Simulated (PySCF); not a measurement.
A GIAO shielding run with PySCF 2.14 (density fitting, non-relativistic, gas phase) on `C=CC=C(F)F`, C$_{4}$H$_{4}$F$_{2}$:

```
$ OMP_NUM_THREADS=1 python probes_run.py task.json out

{"job": {"kind": "nmr", "xc": "PBE0", "basis": "6-31G", "pop": true}, "charge": 0, "multiplicity": 1}
C      1.859401    -0.312986     0.118452
C      0.611069    -0.248021    -0.364809
C     -0.527412     0.240200     0.389288
C     -1.768369     0.301396    -0.098042
F     -2.119960    -0.072303    -1.303912
F     -2.807150     0.742716     0.565390
H      2.685310    -0.686094    -0.490682
H      2.094341     0.004756     1.138712
H      0.415464    -0.576182    -1.391229
H     -0.393681     0.584974     1.416469
```

Hardware: 1 thread of an Arm Neoverse V2, shared host. The job also computes population analyses, field gradients.

Task: How large is the calculation?

Result: 46 electrons, 62 basis functions and 556 auxiliary functions.

Task: How long does it take, and how much memory does it need?

Result: 3.4 s of wall time, with 13 SCF cycles and 4 response iterations; peak memory 0.49 GiB. Times on a shared host scatter by some tens of per cent.

Task: And these other runs on the same molecule and hardware: GIAO shielding at B3LYP/pcSseg-2; GIAO shielding at B97-D/pcSseg-2; GIAO shielding at BLYP/pcSseg-2; GIAO shielding at BP86/pcSseg-2; GIAO shielding at HF/pcSseg-2; GIAO shielding at KT2/pcSseg-2?

Result: B3LYP/pcSseg-2: 272 functions, 24 s; B97-D/pcSseg-2: 272 functions, 33 s; BLYP/pcSseg-2: 272 functions, 34 s; BP86/pcSseg-2: 272 functions, 32 s; HF/pcSseg-2: 272 functions, 15 s; KT2/pcSseg-2: 272 functions, 36 s.
